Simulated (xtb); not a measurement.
xtb input (GFN2-xTB):

```bash
xtb mol.xyz --gfn 2 --ohess tight --chrg 1 --uhf 0
```
mol.xyz:
```
11

C      1.24104606    -0.33050266     0.02606180
C      0.05610082     0.59103932     0.00587368
N     -1.32309686    -0.08373578     0.03691849
H      2.20507309     0.19102289     0.01619967
H      1.24296132    -0.97624859     0.89127941
H      1.20317225    -1.02124338    -0.89045479
H      0.03003028     1.20117939    -0.85834684
H      0.06318025     1.26619991     0.85230380
H     -1.36278051    -0.66476846     0.78775005
H     -1.38489590    -0.73443350    -0.80823214
H     -1.97942204     0.61059626     0.03381777
```

Output:

```
           -------------------------------------------------
          |                Calculation Setup                |
           -------------------------------------------------

           -------------------------------------------------
          |                 G F N 2 - x T B                 |
           -------------------------------------------------

        Reference                      10.1021/acs.jctc.8b01176
      * Hamiltonian:
        H0-scaling (s, p, d)           1.850000    2.230000    2.230000
        zeta-weighting                 0.500000
      * Dispersion:
        s8                             2.700000
        a1                             0.520000
        a2                             5.000000
        s9                             5.000000
      * Repulsion:
        kExp                           1.500000    1.000000
        rExp                           1.000000
      * Coulomb:
        alpha                          2.000000
        third order                    shell-resolved
        anisotropic                    true
        a3                             3.000000
        a5                             4.000000
        cn-shift                       1.200000
        cn-exp                         4.000000
        max-rad                        5.000000

          ...................................................
          :                      SETUP                      :
          :.................................................:
          :  # basis functions                  20          :
          :  # atomic orbitals                  20          :
          :  # shells                           14          :
          :  # electrons                        20          :
          :  max. iterations                   250          :
          :  Hamiltonian                  GFN2-xTB          :
          :  restarted?                      false          :
          :  GBSA solvation                  false          :
          :  PC potential                    false          :
          :  electronic temp.          300.0000000     K    :
          :  accuracy                    1.0000000          :
          :  -> integral cutoff          0.2500000E+02      :
          :  -> integral neglect         0.1000000E-07      :
          :  -> SCF convergence          0.1000000E-05 Eh   :
          :  -> wf. convergence          0.1000000E-03 e    :
          :  Broyden damping             0.4000000          :
          :  net charge                          1          :
          :  unpaired electrons                  0          :
          ...................................................

 iter      E             dE          RMSdq      gap      omega  full diag
   1    -10.8950438 -0.108950E+02  0.401E+00   11.46       0.0  T
   2    -10.9990172 -0.103973E+00  0.199E+00    9.85       1.0  T
   3    -11.0014102 -0.239304E-02  0.124E+00    9.51       1.0  T
   4    -11.0017858 -0.375631E-03  0.251E-01    9.23       1.0  T
   5    -11.0018304 -0.446074E-04  0.873E-02    9.20       1.0  T
   6    -11.0018326 -0.219687E-05  0.257E-02    9.23       1.2  T
[...]
     2   6 C        7   1 H                                       1.0905682
     2   6 C        8   1 H                                       1.0906859
     3   7 N        9   1 H                                       1.0291846
     3   7 N       10   1 H                                       1.0291919
     3   7 N       11   1 H                                       1.0275749 (min)

 * 4 distinct bonds (by element types)

   Z      Z             #   av. dist./Å        max./Å        min./Å
   1 H    6 C           5     1.0882598     1.0906859     1.0858808
   6 C    6 C           1     1.5144413     1.5144413     1.5144413
   1 H    7 N           3     1.0286505     1.0291919     1.0275749
   6 C    7 N           1     1.4997168     1.4997168     1.4997168

           -------------------------------------------------
          |               Frequency Printout                |
           -------------------------------------------------
 projected vibrational frequencies (cm⁻¹)
eigval :       -0.00    -0.00     0.00     0.00     0.00     0.00
eigval :      200.67   249.50   374.07   812.11   895.17   898.89
eigval :      908.64  1046.53  1144.64  1183.84  1237.20  1301.80
eigval :     1372.53  1418.17  1424.40  1437.53  1454.04  1471.35
eigval :     1479.24  3023.03  3025.32  3057.24  3060.32  3081.73
eigval :     3228.16  3238.27  3255.59
 reduced masses (amu)
   1:  5.54   2: 10.09   3: 10.28   4: 10.04   5: 10.11   6:  9.12   7:  1.37   8:  2.23
   9:  7.91  10:  1.69  11:  8.95  12:  2.01  13:  3.27  14:  8.49  15:  7.14  16:  5.72
  17:  2.22  18:  3.78  19:  2.96  20:  2.80  21:  1.62  22:  1.79  23:  1.95  24:  1.63
  25:  1.48  26:  1.98  27:  1.53  28:  1.58  29:  1.99  30:  1.64  31:  2.05  32:  1.70
  33:  1.61
 IR intensities (km·mol⁻¹)
   1:  2.57   2: 23.02   3: 17.19   4: 19.94   5: 19.15   6: 10.75   7:  0.23   8:  2.15
   9: 14.95  10: 38.86  11:  7.79  12:  7.92  13: 40.58  14: 33.94  15: 20.13  16: 14.63
  17: 15.58  18: 12.10  19:211.27  20: 44.78  21: 77.22  22: 55.09  23:  4.91  24: 13.19
  25: 29.91  26:  0.10  27:  1.50  28:  8.21  29:  8.98  30:  0.55  31: 86.90  32: 55.78
  33: 57.04
 Raman intensities (Ä⁴*amu⁻¹)
   1:  0.00   2:  0.00   3:  0.00   4:  0.00   5:  0.00   6:  0.00   7:  0.00   8:  0.00
   9:  0.00  10:  0.00  11:  0.00  12:  0.00  13:  0.00  14:  0.00  15:  0.00  16:  0.00
  17:  0.00  18:  0.00  19:  0.00  20:  0.00  21:  0.00  22:  0.00  23:  0.00  24:  0.00
  25:  0.00  26:  0.00  27:  0.00  28:  0.00  29:  0.00  30:  0.00  31:  0.00  32:  0.00
  33:  0.00
 output can be read by thermo (or use thermo option).
 writing <g98.out> molden fake output.
 recommended (thermochemical) frequency scaling factor: 1.0
           -------------------------------------------------
          |             Thermodynamic Functions             |
           -------------------------------------------------

cs  symmetry found (for desy threshold:  0.10E+00) used in thermo

          ...................................................
          :                      SETUP                      :
          :.................................................:
          :  # frequencies                          27      :
          :  # imaginary freq.                       0      :
          :  linear?                             false      :
          :  only rotor calc.                    false      :
Note: The following floating-point exceptions are signalling: IEEE_UNDERFLOW_FLAG IEEE_DENORMAL
normal termination of xtb
          :  symmetry                               cs      :
          :  rotational number                       1      :
          :  scaling factor                  1.0000000      :
          :  rotor cutoff                   50.0000000 cm⁻¹ :
          :  imag. cutoff                  -20.0000000 cm⁻¹ :
          :.................................................:

    mode    ω/cm⁻¹     T·S(HO)/kcal·mol⁻¹    T·S(FR)/kcal·mol⁻¹   T·S(vib)
   ------------------------------------------------------------------------
       1    200.67    -0.63414 ( 99.62%)    -0.64436 (  0.38%)    -0.63418
       2    249.50    -0.51702 ( 99.84%)    -0.57994 (  0.16%)    -0.51712
   ------------------------------------------------------------------------

   temp. (K)  partition function   enthalpy   heat capacity  entropy
                                   cal/mol     cal/K/mol   cal/K/mol   J/K/mol
 298.15  VIB   3.00                 1103.823      9.027      5.885
         ROT  0.200E+05              888.752      2.981     22.661
         INT  0.599E+05             1992.575     12.008     28.546
         TR   0.303E+27             1481.254      4.968     37.392
         TOT                        3473.8289    16.9760    65.9381   275.8851

       T/K    H(0)-H(T)+PV         H(T)/Eh          T*S/Eh         G(T)/Eh
   ------------------------------------------------------------------------
    298.15    0.553590E-02    0.108691E+00    0.313293E-01    0.773619E-01
   ------------------------------------------------------------------------

         :::::::::::::::::::::::::::::::::::::::::::::::::::::
         ::                  THERMODYNAMIC                  ::
         :::::::::::::::::::::::::::::::::::::::::::::::::::::
         :: total free energy         -10.761121335670 Eh   ::
         ::.................................................::
         :: total energy              -10.838483269522 Eh   ::
         :: zero point energy           0.103155359082 Eh   ::
         :: G(RRHO) w/o ZPVE           -0.025793425229 Eh   ::
         :: G(RRHO) contrib.            0.077361933852 Eh   ::
         :::::::::::::::::::::::::::::::::::::::::::::::::::::

optimized geometry written to: xtbopt.xyz

           -------------------------------------------------
          | TOTAL ENERGY              -10.838483269522 Eh   |
          | TOTAL ENTHALPY            -10.729792011789 Eh   |
          | TOTAL FREE ENERGY         -10.761121335670 Eh   |
          | GRADIENT NORM               0.000267774684 Eh/α |
          | HOMO-LUMO GAP               9.679090430642 eV   |
           -------------------------------------------------

------------------------------------------------------------------------
------------------------------------------------------------------------
 total:
 SCF:
 ANC optimizer:
 analytical hessian:
```

It need not be the lowest isomer of its formula.
